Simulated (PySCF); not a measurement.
Potential energy of MgF⁺ along the bond

Set-up: basis Mg aug-pcseg-1, F aug-pcseg-1; no relativity; PySCF 2.14. Energies in eV from Mg⁺ + F in their ground configurations at the same level. State: ¹Σ⁺ (singlet), closed shell.

All columns are PBE0. A positive dipole points towards F; it is taken about the centre of mass and depends on that origin.

| R (Å) | E (eV) | μ (D) | Mulliken charge on Mg (basis-dependent) | HOMO (eV) | LUMO (eV) | Mayer bond order | ⟨S²⟩ |
| --- | --- | --- | --- | --- | --- | --- | --- |
| 1.478 | -2.900 | -8.29 | 2.04 | -16.64 | -9.54 | -0.16 | 0.00 |
| 1.546 | -3.551 | -8.60 | 2.00 | -16.30 | -9.65 | -0.06 | 0.00 |
| 1.615 | -3.907 | -8.91 | 1.96 | -15.98 | -9.77 | 0.03 | 0.00 |
| 1.667 | -4.033 | -9.14 | 1.93 | -15.76 | -9.85 | 0.10 | 0.00 |
| 1.718 | -4.067 | -9.37 | 1.90 | -15.55 | -9.93 | 0.17 | 0.00 |
| 1.770 | -4.032 | -9.59 | 1.87 | -15.35 | -10.02 | 0.23 | 0.00 |
| 1.838 | -3.905 | -9.89 | 1.83 | -15.11 | -10.12 | 0.31 | 0.00 |
| 1.924 | -3.658 | -10.25 | 1.78 | -14.83 | -10.26 | 0.39 | 0.00 |
| 2.027 | -3.285 | -10.66 | 1.73 | -14.55 | -10.41 | 0.48 | 0.00 |
| 2.165 | -2.731 | -11.17 | 1.68 | -14.23 | -10.59 | 0.57 | 0.00 |

A fit through these points gives, at Re = 1.715 Å, μ = -9.36 D and dμ/dR = -4.43 D/Å; the reduced mass is 10.6 u.

Q: How strong is the fundamental in the double-harmonic approximation, I = 42.26·(dμ/dR)²/μred km/mol?

A: I = 42.26·(-4.43)²/10.6 = 78.2 km/mol at PBE0.

For an ion De counts to the pair picked by the measured ionisation energies or electron affinities, which need not be the lowest pair at this level.
